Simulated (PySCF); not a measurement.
Running PySCF for LiC

File input.py (PySCF 2.14):

```python
from pyscf import gto, dft

mol = gto.M(
    atom='Li 0 0 0; C 0 0 1.995',
    basis='pcseg-1',
    charge=0,
    spin=3,
    verbose=4,
)
mf = dft.UKS(mol, xc='pbe0')
mf = mf.density_fit(auxbasis='def2-universal-jkfit')
mf.kernel()
mf.stability(internal=True, external=True)
mf.dip_moment()
print('orbital energies (hartree):', [e[max(0, n-3):n+3].round(4) for e, n in zip(mf.mo_energy, mol.nelec)])
```

```bash
$ python input.py
```

It prints (some set-up lines and the per-cycle HOMO/LUMO lines with their warnings removed):

```
PySCF version 2.14.0

[INPUT] verbose = 4
[INPUT] num. atoms = 2
[INPUT] num. electrons = 9
[INPUT] charge = 0
[INPUT] spin (= nelec alpha-beta = 2S) = 3
[INPUT] symmetry False subgroup None
[INPUT] Mole.unit = angstrom
[INPUT] Symbol           X                Y                Z      unit          X                Y                Z       unit  Magmom
[INPUT]  1 Li     0.000000000000   0.000000000000   0.000000000000 AA    0.000000000000   0.000000000000   0.000000000000 Bohr   0.0
[INPUT]  2 C      0.000000000000   0.000000000000   1.995000000000 AA    0.000000000000   0.000000000000   3.770003618507 Bohr   0.0

nuclear repulsion = 4.77453122634586
number of shells = 5
number of NR pGTOs = 42
number of NR cGTOs = 23
basis = pcseg-1
ecp = {}

******** <class 'pyscf.df.df_jk.DFUKS'> ********
method = DFUKS
initial guess = minao
damping factor = 0
level_shift factor = 0
DIIS = <class 'pyscf.scf.diis.CDIIS'>
diis_start_cycle = 1
diis_space = 8
diis_damp = 0
SCF conv_tol = 1e-09
SCF conv_tol_grad = None
SCF max_cycles = 50
direct_scf = False
number electrons alpha = 6  beta = 3
XC library pyscf.dft.libxc version 7.0.0
    S. Lehtola, C. Steigemann, M. J.T. Oliveira, and M. A.L. Marques.,  SoftwareX 7, 1–5 (2018)
XC functionals = pbe0
    C. Adamo and V. Barone.,  J. Chem. Phys. 110, 6158 (1999)
    M. Ernzerhof and G. E. Scuseria.,  J. Chem. Phys. 110, 5029 (1999)
radial grids:
    Treutler-Ahlrichs [JCP 102, 346 (1995); DOI:10.1063/1.469408] (M4) radial grids

becke partition: Becke, JCP 88, 2547 (1988); DOI:10.1063/1.454033
pruning grids: <function nwchem_prune>
grids dens level: 3
symmetrized grids: False
atomic radii adjust function: <function treutler_atomic_radii_adjust>
small_rho_cutoff = 0
Set gradient conv threshold to 3.16228e-05
tot grids = 27840
******** <class 'pyscf.df.df.DF'> ********
auxbasis = def2-universal-jkfit
init E= -45.160225153164

cycle= 1 E= -45.3405463714088  delta_E= -0.18  |g|= 0.0531  |ddm|= 0.942
cycle= 2 E= -45.3441177139735  delta_E= -0.00357  |g|= 0.0222  |ddm|= 0.114
cycle= 3 E= -45.3444836786043  delta_E= -0.000366  |g|= 0.0168  |ddm|= 0.0537
cycle= 4 E= -45.3447482020184  delta_E= -0.000265  |g|= 0.00181  |ddm|= 0.0216
cycle= 5 E= -45.3447583095525  delta_E= -1.01e-05  |g|= 0.000858  |ddm|= 0.00526
cycle= 6 E= -45.3447591180205  delta_E= -8.08e-07  |g|= 0.000197  |ddm|= 0.00161
cycle= 7 E= -45.3447591826132  delta_E= -6.46e-08  |g|= 1.88e-05  |ddm|= 0.000487
cycle= 8 E= -45.3447591836897  delta_E= -1.08e-09  |g|= 2.86e-06  |ddm|= 7.98e-05
cycle= 9 E= -45.3447591837068  delta_E= -1.71e-11  |g|= 2.58e-07  |ddm|= 1.04e-05
Extra cycle  E= -45.344759183707  delta_E= -1.35e-13  |g|= 9.79e-08  |ddm|= 9.24e-07
converged SCF energy = -45.344759183707  <S^2> = 3.7517354  2S+1 = 4.0008676
uhf_internal: lowest eigs of H = [0.15802578 0.15802918 0.21008685]
<class 'pyscf.df.df_jk.DFUKS'> wavefunction is stable in the internal stability analysis
uhf_real2complex: lowest eigs of H = [0.08443541 0.08443544 0.10706252]
<class 'pyscf.df.df_jk.DFUKS'> wavefunction is stable in the real -> complex stability analysis
uhf_external: lowest eigs of H = [-0.13916618 -0.08042418 -0.07648626]
Dipole moment(X, Y, Z, Debye):  0.00000,  0.00000, -6.49658
orbital energies (hartree): [array([-0.2068, -0.1846, -0.1846, -0.0576,  0.0175,  0.0175]), array([-1.01674e+01, -2.04760e+00, -3.75000e-01, -3.76000e-02,
       -7.80000e-03, -7.80000e-03])]
```

In short: E(SCF) = -45.344759 Eh, 9 cycles, ⟨S²⟩ = 3.752, μz(SCF) = -6.50 D, internal stable; real -> complex stable.

Wall time 2.7 s on one thread of a shared host.

The bond length is a typed value, not an optimised one. No search for the lowest solution was made.
